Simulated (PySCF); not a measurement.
Cyanoacetylene, C₃HN.
Bonds: C1–C2 (triple), C2–C3, C3–N4 (triple). Hydrogens: H5 on C1.

A GFN2-xTB structure was refined with BHandHLYP/6-31+G* geometry optimisation, gas phase (PySCF). Its GFN2-xTB values:

```csv
coordinate,GFN2-xTB
C1≡C2,1.204 Å
C1–H5,1.050 Å
C2–C3,1.365 Å
C3≡N4,1.148 Å
C1–C2–C3,179.9°
C2–C1–H5,179.8°
C2–C3–N4,179.9°
```

How do these coordinates change at the BHandHLYP/6-31+G* level?

```csv
coordinate,BHandHLYP/6-31+G* (Å or °),change
C1–H5,1.061,+0.011
C2–C3,1.376,+0.011
C1≡C2,1.197,-0.007
C3≡N4,1.150,+0.002
C1–C2–C3,180.0,+0.1
C2–C1–H5,179.8,0.0
C2–C3–N4,179.9,0.0
```

The energy falls by 0.83 kJ/mol over 7 energy and gradient evaluations, the largest force component goes from 0.0250 to 1.9e-04 Eh/bohr, and the atoms move by 0.006 Å rms after alignment. Among the bonds, C2–C3 and C1–H5 change most and about equally (+0.011 Å). Bonds longer at the end by more than 0.005 Å: 2 of 4; shorter: 1.

The run used 74 basis functions and 55 SCF cycles in all.

BHandHLYP/6-31+G* frequencies: not computed here.
